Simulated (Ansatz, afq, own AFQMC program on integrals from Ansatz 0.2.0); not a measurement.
# ZrF, quartet in def2-SVP, levels against CCSDT(Q)

```tsv
atom	x (Å)	y (Å)	z (Å)
Zr	0.0000	0.0000	0.0000
F	0.0000	0.0000	1.4970
```

Basis def2-SVP with its core potentials. Only valence electrons are correlated. Integrals, coupled cluster, full CI and functionals: Ansatz 0.2.0; the random walks run on the same integrals in our own AFQMC program. ph-AFQMC/CISD is guided by a CISD state made of CCSD amplitudes; releasing the constraint for a short imaginary time cuts its bias at the price of noise, slowly where states lie close. Uncertainties: one standard error, sampling alone. No spin–orbit coupling. The metal's outer-core s and p shells are frozen, which shifts wave-function levels against functionals.

Determinant: UHF, the one that the program's search chose, which needn't be the lowest solution. The geometry is a point of a scan.

No full CI on the walks' own integrals is used here; CCSDT(Q) serves as the reference and is uncertain by about the last step of the cluster series.

Cautions: no spin-orbit coupling; outer-core shells of the metal frozen; lower spins were not checked; higher spins were not checked.

```
T1 diagnostic                               : 0.0181
weight of the determinant in the CISD state : 0.922
⟨S²⟩ of the determinant                     : 3.756
size of the correlated space                : 11 electrons in 40 orbitals
```

Reference: CCSDT(Q), correlation energy -6.734 eV. The released energy is read at 1.20 1/Eh, later times being too noisy (meV from the phaseless value at times in 1/Eh: -18 ± 15 at 0.60, -26 ± 20 at 1.20, -42 ± 26 at 2.00, -106 ± 33 at 3.00, -46 ± 31 at 4.20).

| level | E − E(reference) (kJ/mol) | share of correlation (%) |
| --- | --- | --- |
| HF | 649.7 | 0.00 |
| MP2 | 24.1 | 96.29 |
| CCSD | 16.6 | 97.44 |
| CCSD(T) | 1.6 | 99.75 |
| CCSDT | 0.9 | 99.87 |
| ph-AFQMC/CISD | 3.6 ± 1.0 | 99.45 |
| released AFQMC | 1.1 ± 1.9 | 99.83 |

A walk keeps the symmetry of its determinant, which the program's search chose and which needn't be the lowest solution, so a lower state of the same spin and another symmetry isn't excluded. Released energies are given only where the last usable release times agree within the noise; a slower fall can still hide under it.
